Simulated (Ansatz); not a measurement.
Abridged output of a molecular run in Ansatz:

```
Functional definition: HF
1504 factors; integrals over basis functions are off by at most 9.4e-4 eV
mean field evaluation 1: about -6936.6600 eV, gradient 3.7e1 eV
mean field evaluation 2: about -6936.8818 eV, gradient 3.7e1 eV
mean field evaluation 4: about -6940.3169 eV, gradient 3.6e0 eV
mean field evaluation 8: about -6940.3600 eV, gradient 2.2e-1 eV
mean field -6940.36016031 eV, -255.0535315464 hartree, gradient 2.0e-6 eV, S^2 0.000000; 0 other end points of the search recorded, 0 dependent functions left out
5 core orbitals not correlated: weight in the atoms' cores, before any rotation towards them, 1.000 or more for the frozen orbitals, at most 0.000 for the correlated occupied ones
reference -6940.36016031 eV, -255.0535315464 hartree; 15, 15 occupied and 233, 233 virtual orbitals, 1504 factors
second order -25.19853888 eV of doubles, -0.00000000 eV of singles
cycle   1  -25.54610720 eV  change   -3.5e-1 eV  update   9.5e-2
cycle   2  -26.09384589 eV  change   -5.5e-1 eV  update   2.7e-2
cycle   3  -26.20704693 eV  change   -1.1e-1 eV  update   1.2e-2
cycle   4  -26.20126177 eV  change    5.8e-3 eV  update   2.5e-3
cycle   5  -26.20118408 eV  change    7.8e-5 eV  update   9.1e-4
cycle   6  -26.20173342 eV  change   -5.5e-4 eV  update   2.3e-4
cycle   7  -26.20169940 eV  change    3.4e-5 eV  update   8.4e-5
cycle   8  -26.20166434 eV  change    3.5e-5 eV  update   2.6e-5
perturbative correction -0.99896509 eV, -0.0367112901 hartree
Total energy: -6967.56078974 eV, -256.0531362408 hartree
```

Its atoms:

Z-matrix (Å, degrees):
```
C
C 1 1.492
H 1 1.092 2 110.5
H 1 1.092 2 110.5 3 120.3
H 1 1.091 2 110.3 3 -119.9
F 2 1.376 1 111.4 3 -60.1
C 2 1.485 1 122.8 3 157.2
C 2 1.485 1 122.8 3 82.5
H 7 1.082 2 116.7 1 140.7
H 7 1.083 2 118.4 1 -3.8
H 8 1.083 2 118.5 1 3.8
H 8 1.082 2 116.7 1 -140.7
```

Task: Which basis set was used?
A. def2-SVPD
B. def2-TZVPP
C. cc-pV(D+d)Z
D. cc-pV(Q+d)Z

Result: B. It gives 253 functions.

Task: Write the keys of the input that set method, charge and spin (a neutral closed shell needs none for the last two).

Result: 
```yaml
correlation: {method: ccsd_t}
```
